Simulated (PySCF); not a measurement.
Geometry:
```tsv
atom	x (Å)	y (Å)	z (Å)
C1	-0.215	1.557	-0.568
P2	0.231	0.158	0.513
C3	1.329	-0.872	-0.515
C4	-1.304	-0.815	0.649
S5	0.998	0.683	2.226
H6	-0.643	1.218	-1.523
H7	-0.939	2.188	-0.034
H8	0.690	2.152	-0.752
H9	1.583	-1.779	0.052
H10	0.858	-1.147	-1.472
H11	2.256	-0.311	-0.701
H12	-1.705	-1.092	-0.338
H13	-2.043	-0.216	1.200
H14	-1.089	-1.720	1.235
```

Geometry: PBE0-D3(BJ)/def2-SVP; GIAO absolute shieldings from PySCF 2.14, gas phase, non-relativistic, averaged over equivalent atoms.

At CAM-B3LYP/pcSseg-1 (144 basis functions, 16 s wall time on 1 thread of an Arm Neoverse V1, shared host):
```csv
atoms,σ (ppm)
C1/C3/C4,156.6
P2,290.1
S5,705.9
H6/H7/H8/H9/H10/H11/H12/H13/H14,29.98
```

Question: Predict the values at LC-wPBE/pcSseg-1 on the same geometry.

Answer: 
| atoms | σ at LC-wPBE/pcSseg-1 | change |
| --- | --- | --- |
| C1/C3/C4 | 163.9 | +7.3 |
| P2 | 312.9 | +22.8 |
| S5 | 737.6 | +31.7 |
| H6/H7/H8/H9/H10/H11/H12/H13/H14 | 30.01 | +0.03 |

The largest change is at S5 (sulfur bonded to P). Cost: 144 basis functions, 23 s wall time on 1 thread of an Arm Neoverse V1, shared host.
